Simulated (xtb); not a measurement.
H3N, singlet, geometry from GFN2-xTB of the parent state; GFN0-xTB run with xtb.

Input for xtb:
```
$ xtb mol.xyz --gfn 0 --chrg 0 --uhf 0 --json

# file mol.xyz
4

N      0.00000000    -0.00000000     0.00000000
H      0.01502573     1.02772160    -0.01944823
H      0.88265094    -0.52673581     0.01709961
H     -0.89767667    -0.50098579     0.00234863
```

**Question.** Write the output that xtb gives for this input, abridged.

**Answer.** 
```
   ID    Z sym.   atoms
    1    7 N      1
    2    1 H      2-4

           -------------------------------------------------
          |                Calculation Setup                |
           -------------------------------------------------

           -------------------------------------------------
          |                 G F N 0 - x T B                 |
           -------------------------------------------------

          ...................................................
          :                      SETUP                      :
          :.................................................:
          :  # basis functions                  10          :
          :  # atomic orbitals                  10          :
          :  # shells                            8          :
          :  # electrons                         8          :
          :  electronic temp.          300.0000000     K    :
          :  accuracy                    1.0000000          :
          :  -> integral cutoff          0.2500000E+02      :
          :  -> integral neglect         0.1000000E-07      :
          ...................................................

         :::::::::::::::::::::::::::::::::::::::::::::::::::::
         ::                     SUMMARY                     ::
         :::::::::::::::::::::::::::::::::::::::::::::::::::::
         :: total energy              -4.568249656237 Eh    ::
         :: gradient norm              0.048800075628 Eh/a0 ::
         :: HOMO-LUMO gap              6.429085102026 eV    ::
         ::.................................................::
         :: H0 energy                 -4.523699338816 Eh    ::
         :: repulsion energy           0.053875356020 Eh    ::
         :: electrostat energy        -0.098271308008 Eh    ::
         :: -> Gsolv                   0.000000000000 Eh    ::
         ::    -> Gsasa                0.000000000000 Eh    ::
         ::    -> Gshift               0.000000000000 Eh    ::
         :: dispersion energy         -0.000154365433 Eh    ::
         :: short-range corr.          0.000000000000 Eh    ::
         :: add. restraining           0.000000000000 Eh    ::
         :: total charge              -0.000000000000 e     ::
         :::::::::::::::::::::::::::::::::::::::::::::::::::::

           -------------------------------------------------
          |                Property Printout                |
           -------------------------------------------------

    * Orbital Energies and Occupations

         #    Occupation            Energy/Eh            Energy/eV
      -------------------------------------------------------------
         1        2.0000           -0.6794605             -18.4891
         2        2.0000           -0.5705179             -15.5246
         3        2.0000           -0.5705179             -15.5246
         4        2.0000           -0.4413533             -12.0098 (HOMO)
         5                         -0.2050888              -5.5807 (LUMO)
         6                         -0.1050087              -2.8574
         7                         -0.1050087              -2.8574
         8                          0.1693485               4.6082
         9                          0.2153043               5.8587
        10                          0.2153043               5.8587
      -------------------------------------------------------------
                  HL-Gap            0.2362645 Eh            6.4291 eV
             Fermi-level            0.0000000 Eh            0.0000 eV

     #   Z          covCN         q      C6AA      α(0)
     1   7 N        2.577    -1.547    90.080    14.208
     2   1 H        0.859     0.516     0.316     0.881
     3   1 H        0.859     0.516     0.316     0.881
     4   1 H        0.859     0.516     0.316     0.881

 Mol. C6AA /au·bohr⁶  :        124.794273
 Mol. C8AA /au·bohr⁸  :       2542.053804
 Mol. α(0) /au        :         16.851742

Wiberg/Mayer (AO) data.
largest (>0.10) Wiberg bond orders for each atom

 ---------------------------------------------------------------------------
     #   Z sym  total        # sym  WBO       # sym  WBO       # sym  WBO
 ---------------------------------------------------------------------------
     1   7 N    2.947 --     4 H    0.982     3 H    0.982     2 H    0.982
     2   1 H    0.976 --     1 N    0.982
     3   1 H    0.976 --     1 N    0.982
     4   1 H    0.976 --     1 N    0.982
 ---------------------------------------------------------------------------

Topologies differ in total number of bonds
Writing topology from bond orders to xtbtopo.mol

 dipole moment from electron density (au)
     X       Y       Z
  -0.0000  -0.0000   0.0000  total (Debye):    0.000

           -------------------------------------------------
          | TOTAL ENERGY               -4.568249656237 Eh   |
          | GRADIENT NORM               0.048800075628 Eh/α |
          | HOMO-LUMO GAP               6.429085102026 eV   |
           -------------------------------------------------

normal termination of xtb
```
